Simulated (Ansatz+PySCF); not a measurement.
## singlet LiH: levels of theory in one basis

```
atom   x (Å)   y (Å)    z (Å)
  Li  0.0000  0.0000  -0.9188
   H  0.0000  0.0000   2.7563
```

Basis set: 6-31G (spherical functions). All electrons are correlated. Charge 0, multiplicity 1.

Computed with Ansatz (development build ahead of 0.2.0); each method stands on the lowest determinant of its kind that the runs found.

```json
{"method": "RHF", "E − E(RHF) (eV)": "0.00", "<S²> of the determinant": "0.00"}
{"method": "UHF", "E − E(RHF) (eV)": "-1.59", "<S²> of the determinant": "0.96"}
{"method": "UHF-MP2", "E − E(RHF) (eV)": "-1.61", "<S²> of the determinant": "0.96"}
{"method": "RHF-CCSD", "E − E(RHF) (eV)": "-1.72", "<S²> of the determinant": "–"}
{"method": "RHF-CCSD(T)", "E − E(RHF) (eV)": "-1.73", "<S²> of the determinant": "–"}
{"method": "UHF-CCSD(T)", "E − E(RHF) (eV)": "-1.72", "<S²> of the determinant": "0.96"}
{"method": "full CI (lowest root of this spin)", "E − E(RHF) (eV)": "-1.72", "<S²> of the determinant": "–"}
```

Question: What does RHF-MP2 give on the same scale?

Answer: -0.72 eV.

At such a shape the full CI root can have another spatial symmetry than the determinants, so the rows needn't describe one state.

Question: Is a single determinant a sound starting point here?

Answer: It is doubtful. Unrestricted orbitals lower Hartree–Fock by 1.59 eV and <S²> is 0.96 where a pure state has 0.00, a sign of strong static correlation.

Caution for RHF, RHF-MP2, RHF-CCSD, RHF-CCSD(T): an unrestricted determinant lies well below. Caution for UHF, UHF-MP2, UHF-CCSD(T): the unrestricted determinant is a mixture of spin states. Caution for RHF-MP2, UHF-MP2, RHF-CCSD, RHF-CCSD(T): large amplitudes, a single reference is doubtful. Caution for UHF-MP2, UHF-CCSD(T): a plain start can end on a higher determinant. Caution for RHF-CCSD(T), UHF-CCSD(T): the amplitudes may be one of several solutions. Caution for UHF-CCSD(T): very large amplitudes, the method is breaking down.
